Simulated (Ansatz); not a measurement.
`CC(Cl)C=O` → `O=CCCl` + `[CH2]` (triplet) at 400 K and 1 bar (formal loss of a carbene).

Isolated molecules relaxed with PBE0-D4/def2-TZVP in Ansatz; ΔE leaves out vibrations. CBS: MP2 limit from def2 TZ/QZ plus the TZ coupled-cluster correction, frozen cores. This one scheme is used for every species. Triplets are unrestricted, without spin–orbit coupling. Each species was taken in one conformer, which may not be the lowest.

| species | CCSD(T)/CBS energy (Eh) | H − E (kJ/mol) | S (J/(mol·K)) |
| --- | --- | --- | --- |
| `CC(Cl)C=O` | -652.10528 | 226.6 | 352.1 |
| `O=CCCl` | -612.83844 | 146.1 | 320.7 |
| `[CH2]` (triplet) | -39.09499 | 59.0 | 205.7 |

H − E and S are ideal-gas, rigid-rotor, harmonic terms from PBE0-D4/def2-TZVP, for one conformer and one mirror image of each species, with the whole ground term of open shells counted as degenerate. 1 Eh = 2625.50 kJ/mol, R = 8.31446 J/(mol·K).

Q: By hand: ΔE, ΔH, ΔS and ΔG.

A: ΔE = (-612.83844) + (-39.09499) − (-652.10528) = 0.17185 Eh = 451.2 kJ/mol. Δ(H − E) = 146.1 + 59.0 − 226.6 = -21.5, so ΔH = 429.7 kJ/mol. ΔS = 320.7 + 205.7 − 352.1 = 174.3 J/(mol·K). ΔG = 429.7 − 400 × (174.3)/1000 = 360.0 kJ/mol.

Q: By hand: the equilibrium constant, and the temperature at which ΔG would vanish if ΔH and ΔS stayed fixed.

A: log₁₀ K = −ΔG/(RT ln 10) = -47.0. ΔG = 0 at ΔH/ΔS = 2465 K.

The number of gas molecules changes by +1, which sets the sign of ΔS. A doubt of 5 kJ/mol in ΔE shifts log₁₀ K by 0.7 here. Other conformers and mirror images would add mixing entropy, several J/(mol·K) or more a flexible species. Modes under 60 cm⁻¹, often nearly free rotors, make the harmonic entropy too high. A triplet takes part, so the spin changes. These are equilibria of isolated gas molecules and say nothing of rates. Largest T1 diagnostic: 0.013 (customary marks: 0.02 for closed shells, 0.045 for open ones).
